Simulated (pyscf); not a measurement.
Structures and frequencies: ωB97X-D3(BJ)/def2-SVP in PySCF.

### Question
•H₂C–CH₂–ZnH + H₂ → H₃C–CH₂–ZnH + H•
Surface: doublet. Broken: H–H. Formed: C–H. Give ΔE‡ and ΔE from B3LYP-D3(BJ)/def2-TZVP, relative to the separated reactants.

### Answer
ΔE‡ = 13.4 kcal/mol, ΔE = +11.5 kcal/mol. ωB97M-D3(BJ)/def2-TZVP gives 15.3 kcal/mol and +7.7 kcal/mol. Zero-point energy shifts the barrier by +1.3 kcal/mol. It is a hydrogen abstraction, with an imaginary mode of 1363i cm⁻¹. •H₂C–CH₂–ZnH lies 20.1 kcal/mol over its isomer [H₃C–CH₂–Zn]• (electronic energy, ωB97M-D3(BJ)). One saddle was located; it need not be the lowest between these sides. The angle at the transferred H is 178°. Elements up to Kr have no core potential and no relativistic terms here.
